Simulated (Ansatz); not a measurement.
**[BH2···H···SiH3], doublet: transfer scan**

Starting geometry:

```xyz
8

B    -2.1227    0.0000    0.0000
H    -2.7195    1.0336    0.0000
H    -2.7195   -1.0336    0.0000
H    -0.9293    0.0000    0.0000
Si    0.9003    0.0000    0.0000
H     1.3502   -1.4163    0.0000
H     1.3502    0.7081   -1.2265
H     1.3502    0.7081    1.2265
```

From there H4 is moved from one fragment to the other while all else, the fragments' distance too, stays fixed; atoms are numbered as listed. Energies are in kcal/mol, counted from the starting geometry at the same level.

Basis cc-pVDZ; Ansatz 0.2.0. Only valence electrons are correlated (noble-gas cores frozen). R marks a restricted (for open shells ROHF) determinant, U an unrestricted one. Active spaces: frontier = (9e, 9o) about the gap.

Runs in a small pair space aren't shown, since their orbitals change along the scan. A value is left out where its run failed or describes another state than the reference as far as symmetry and spin tell, or, spin-broken singlets apart, can't be checked. The reference follows the lowest state, whose symmetry changes from A' to A'' between 1.360 and 1.472.

Full CI isn't at hand for all of this; UCCSDT(Q) serves as the reference, and is uncertain by about the last step of the cluster series. The frozen core follows each run's orbitals, which can shift R against U totals by a few meV.

| distance B1-H4 (Å) | UCCSDT(Q) | error UCCSD | error UCCSD(T) | error RCCSDT | error RCCSDT(Q) | error CASSCF (frontier space) | error MRCISD (frontier space) |
| --- | --- | --- | --- | --- | --- | --- | --- |
| 1.194 | 0.0 | 0.0 | 0.0 | 0.0 | 0.0 | 0.0 | 0.0 |
| 1.249 | 0.6 | 0.1 | 0.0 | 0.0 | 0.0 | 0.3 | 0.1 |
| 1.360 | 4.1 | 0.3 | 0.1 | 0.0 | 0.0 | 0.8 | 0.3 |
| 1.472 | 5.8 | 0.4 | 0.1 | 0.0 | 0.0 | -1.6 | 0.1 |
| 1.583 | 9.7 | 0.2 | 0.0 | 0.0 | 0.0 | – | – |

Errors are those of relative energies. In total energy the starting point itself misses UCCSDT(Q) by: UCCSD 3.8, UCCSD(T) 0.8, RCCSDT 0.1, RCCSDT(Q) 0.0, CASSCF (frontier space) 125.4, MRCISD (frontier space) 11.2 kcal/mol.

Spread of the error over the points with a reference, to 1.583 Å (largest less smallest): RCCSDT(Q) 0.0, RCCSDT 0.0, UCCSD(T) 0.1, MRCISD (frontier space) 0.3 (4 of 5 points), UCCSD 0.4, CASSCF (frontier space) 2.4 (4 of 5 points) kcal/mol.
